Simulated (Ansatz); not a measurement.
Input file for C₃H₅FO₂ (`OC1(O)CC1F`):

```yaml
crystal:
  periodic: [false, false, false]
  atoms:
    - {symbol: O, position_ang: [0.852249, -1.066195, -0.945045]}
    - {symbol: C, position_ang: [0.195754, -0.430561, 0.083108]}
    - {symbol: O, position_ang: [0.073943, -1.154766, 1.252624]}
    - {symbol: C, position_ang: [0.383091, 1.054347, 0.137876]}
    - {symbol: C, position_ang: [-0.950991, 0.459621, -0.223350]}
    - {symbol: F, position_ang: [-1.363185, 0.552321, -1.514983]}
    - {symbol: H, position_ang: [0.272640, -1.751249, -1.296044]}
    - {symbol: H, position_ang: [0.956191, -1.269407, 1.622945]}
    - {symbol: H, position_ang: [0.472651, 1.539094, 1.101637]}
    - {symbol: H, position_ang: [0.945608, 1.488139, -0.679419]}
    - {symbol: H, position_ang: [-1.772551, 0.521856, 0.481154]}
basis:
  gaussian: {orbitals: def2-TZVPP}
correlation: {method: ccsd_t}
```

```sh
$ ansatz run in.yaml --threads 4 --pin off --events-out ev --progress --plain --max-ram 10444MiB
```

Log, shortened:

```
Functional definition: HF
1598 factors; integrals over basis functions are off by at most 1.1e-3 eV
mean field evaluation 1: about -9948.9152 eV, gradient 4.5e1 eV
mean field evaluation 2: about -9949.2304 eV, gradient 4.5e1 eV
mean field evaluation 4: about -9953.3985 eV, gradient 4.4e0 eV
mean field evaluation 8: about -9953.4630 eV, gradient 2.8e-1 eV
mean field -9953.46330002 eV, -365.7830295761 hartree, gradient 1.3e-6 eV, S^2 0.000000; 0 other end points of the search recorded, 0 dependent functions left out
6 core orbitals not correlated: weight in the atoms' cores, before any rotation towards them, 1.000 or more for the frozen orbitals, at most 0.000 for the correlated occupied ones
reference -9953.46330002 eV, -365.7830295761 hartree; 18, 18 occupied and 232, 232 virtual orbitals, 1598 factors
second order -33.06112792 eV of doubles, -0.00000000 eV of singles
cycle   1  -32.84317959 eV  change    2.2e-1 eV  update   1.1e-1
cycle   2  -33.53757655 eV  change   -6.9e-1 eV  update   3.1e-2
cycle   3  -33.69063299 eV  change   -1.5e-1 eV  update   1.5e-2
cycle   4  -33.67565548 eV  change    1.5e-2 eV  update   3.1e-3
cycle   5  -33.67485856 eV  change    8.0e-4 eV  update   1.5e-3
cycle   6  -33.67612101 eV  change   -1.3e-3 eV  update   4.7e-4
cycle   7  -33.67589663 eV  change    2.2e-4 eV  update   2.0e-4
cycle   8  -33.67575796 eV  change    1.4e-4 eV  update   6.3e-5
cycle   9  -33.67576882 eV  change   -1.1e-5 eV  update   2.5e-5
perturbative correction -1.28164721 eV, -0.0470996664 hartree
Total energy: -9988.42071606 eV, -367.0676909205 hartree
```

Hardware: 4 threads of an Arm Neoverse V1 on a shared host. Wall time 5.2 min, peak host memory 6.6 GiB.

The correlation energy is -34.957 eV, 3.7 % of it from (T); the T1 diagnostic reads 0.0110.
